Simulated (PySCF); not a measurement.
**Löwdin shares of the frontier orbitals**

Compound: SiH₄.
Numbering: `[SiH4:1]` (hydrogens: H2, H3, H4, H5 on Si1)

Cartesian coordinates in Å at the PBE0-D3(BJ)/def2-SVP level; atoms count from 1:
```
atom  x, y, z in Å
Si1    0.019   -0.021   -0.019
H2    -0.175    1.207   -0.846
H3    -0.729    0.121    1.265
H4     1.472   -0.203    0.268
H5    -0.494   -1.209   -0.763
```

Level of theory: TDDFT CAM-B3LYP/def2-SVPD, vertical, gas phase, core orbitals frozen in the response (PySCF 2.14.0, density-fitted response routines).

Frontier orbitals with the atoms that hold most of them (Löwdin shares over 4%, at most four atoms; ? is withheld):

| orbital | ε (eV) | atoms |
| --- | --- | --- |
| HOMO-3 | -16.96 | Si1 43%, H2 14%, H3 14%, H4 14% |
| HOMO-2 | -11.26 | Si1 44%, H2 22%, H3 14%, H5 13% |
| HOMO-1 | -11.26 | Si1 44%, H4 30%, H2 17%, H3 6% |
| HOMO | -11.25 | Si1 44%, H5 27%, H3 22%, H4 5% |
| LUMO | 1.11 | ? |
| LUMO+1 | 2.04 | Si1 57%, H2 11%, H4 11%, H3 10% |
| LUMO+2 | 2.05 | Si1 57%, H5 11%, H3 11%, H2 10% |

**Question.** Give the leading atoms of the LUMO.

**Answer.** Si1 (bonded to 4 H) 69%; H2 (bonded to Si) 8%; H4 (bonded to Si) 8%; H5 (bonded to Si) 8%. By element: silicon 69%, hydrogen 23% or more.

Within 0.005 eV of a neighbour in this list lie HOMO-2/HOMO-1/HOMO and LUMO+1/LUMO+2 (point group found: Td); within a degenerate set the shares of single atoms can hang on how the components are chosen.

**Question.** The HOMO–LUMO gap is 12.36 eV. Where does the response calculation put the lowest singlet, and from which orbitals?

**Answer.** S1 is at 9.27 eV (f = 0.0001), 3.09 eV below the gap, made of HOMO-2/HOMO-1/HOMO→LUMO+1/LUMO+2 (≥96%). S1/S2/S3 lie within about 0.01 eV of each other. Its leading pair isn't HOMO and LUMO; the energies of that pair differ by 13.30 eV. Without the coupling terms of the response equations the lowest excitation would equal the gap.

Next come S2 at 9.27 eV (f 0.0006), HOMO-2/HOMO-1/HOMO→LUMO+3 (≥49%), HOMO-2/HOMO-1/HOMO→LUMO+1/LUMO+2 (≥48%); S3 at 9.27 eV (f 0.0008), HOMO-2/HOMO-1/HOMO→LUMO+1/LUMO+2 (≥48%), HOMO-2/HOMO-1/HOMO→LUMO+3 (≥47%); S4 at 9.27 eV (f 0.148), HOMO-2/HOMO-1/HOMO→LUMO (97%); S5 at 9.27 eV (f 0.148), HOMO-2/HOMO-1/HOMO→LUMO (97%).

Orbitals of the list HOMO-3 to LUMO+2 that lie within 0.01 eV of each other are written together with a slash and their weights summed (≥ marks a lower bound); for degenerate orbitals outside that list single weights are arbitrary.

Löwdin shares depend on the basis, the more so with diffuse functions.

Time: 2.0 s; peak memory 0.28 GiB. Hardware: Intel Xeon 6975P-C, one thread, shared host.
